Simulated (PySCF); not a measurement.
Gas-phase reaction: B(OH)3 ⇌ HBO2 + O + 2 H

Method: PySCF energies (xtb for GFN2) plus ideal-gas RRHO corrections (1 bar). † marks an energy on the PBE0/def2-TZVP geometry and frequencies; other levels use their own. MP2 and CCSD(T) freeze the core. 6-31G* has spherical d functions here. Open shells (unrestricted): O (multiplicity 3, electronic degeneracy 9), H (multiplicity 2); the rest are closed-shell singlets. GFN2 has no spin-polarisation term. Spin-orbit splitting is ignored; it lowers the true energy and changes the entropy of O. B3LYP is the form with VWN-RPA correlation. MP2 isn't extrapolated to the basis-set limit; its ΔH°(298 K) is 1070.4 kJ in def2-SVP and 1125.7 kJ in def2-TZVPP. CCSD(T) isn't extrapolated to the basis-set limit; its ΔH°(298 K) is 1063.7 kJ in def2-SVP and 1115.4 kJ in def2-TZVPP. The harmonic model lacks anharmonicity and excited electronic states, which grow with temperature; levels with a mode under 35 cm⁻¹ are left out. Internal rotation in B(OH)3 is treated as a harmonic vibration of one conformer, which makes the entropy rough.

```
level               ΔE electronic, kJ  ΔH°(298 K), kJ  ΔS°(298 K), J/K  ΔG°(1000 K), kJ
------------------  -----------------  --------------  ---------------  ---------------
B3LYP/6-31G*                     1145            1086              364              709
CCSD(T)/def2-SVP†                1124            1064              364              687
GFN2-xTB                         1505            1451              364             1075
HF/def2-TZVP†                     879             819              364              443
M06-2X/def2-TZVP†                1199            1139              364              763
MP2/def2-SVP†                    1130            1070              364              694
MP2/def2-TZVPP†                  1186            1126              364              749
PBE0/def2-QZVP†                  1181            1121              364              744
PBE0/def2-TZVP                   1173            1113              364              737
r2SCAN/def2-TZVP†                1185            1125              364              749
ωB97M-V/def2-TZVP†               1190            1130              364              754
```
ΔH° is lowest at HF/def2-TZVP† and highest at GFN2-xTB. No reference value is set beside these.
